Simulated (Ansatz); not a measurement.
Ansatz (a program for electronic structure) input (CCSD(T)/cc-pCVDZ): A basis named .json is the Basis Set Exchange file of that set (core-valence sets with the plain set on hydrogen).

Ansatz 0.2 input:
```yaml
crystal:
  periodic: [false, false, false]
  atoms:
    - {symbol: O, position_ang: [0.00702152, 0.00134342, 0.11666744]}
    - {symbol: H, position_ang: [-0.04995842, 0.75929218, -0.47415850]}
    - {symbol: H, position_ang: [-0.00621371, -0.77003954, -0.45918106]}
basis:
  gaussian:
    orbitals: cc-pCVDZ.json
magnetization: {spin_polarized: false}
correlation: {method: ccsd_t, electrons: outside_noble_gas}
```

Output:

```
Functional definition: HF
integrals: 0.00 GiB planned
246 factors; integrals over basis functions are off by at most 1.1e-3 eV
mean field: 0.04 GiB planned
mean field evaluation 1: about -2067.2033 eV, gradient 3.0e1 eV
mean field evaluation 2: about -2067.2035 eV, gradient 3.0e1 eV
mean field evaluation 4: about -2068.7887 eV, gradient 1.4e0 eV
mean field evaluation 8: about -2068.7960 eV, gradient 1.5e-5 eV
mean field evaluation 16: about -2068.7955 eV, gradient 3.3e-1 eV
mean field -2068.79596539 eV, -76.0268494477 hartree, gradient 1.4e-6 eV, S^2 0.000000; 0 other end points of the search recorded, 0 dependent functions left out
1 core orbitals not correlated
reference -2068.79596539 eV, -76.0268494477 hartree; 4, 4 occupied and 23, 23 virtual orbitals, 246 factors
second order -5.57455875 eV of doubles, -0.00000000 eV of singles
coupled cluster: 0.05 GiB planned
cycle   1  -5.70156659 eV  change   -1.3e-1 eV  update   3.3e-2
cycle   2  -5.81129763 eV  change   -1.1e-1 eV  update   1.0e-2
cycle   3  -5.82475042 eV  change   -1.3e-2 eV  update   3.1e-3
cycle   4  -5.82460260 eV  change    1.5e-4 eV  update   6.5e-4
cycle   5  -5.82487105 eV  change   -2.7e-4 eV  update   2.3e-4
cycle   6  -5.82479975 eV  change    7.1e-5 eV  update   8.0e-5
cycle   7  -5.82478786 eV  change    1.2e-5 eV  update   1.9e-5
cycle   8  -5.82478327 eV  change    4.6e-6 eV  update   3.0e-6
perturbative correction -0.08657683 eV, -0.0031816399 hartree
Total energy: -2074.70732549 eV, -76.2440879246 hartree
```
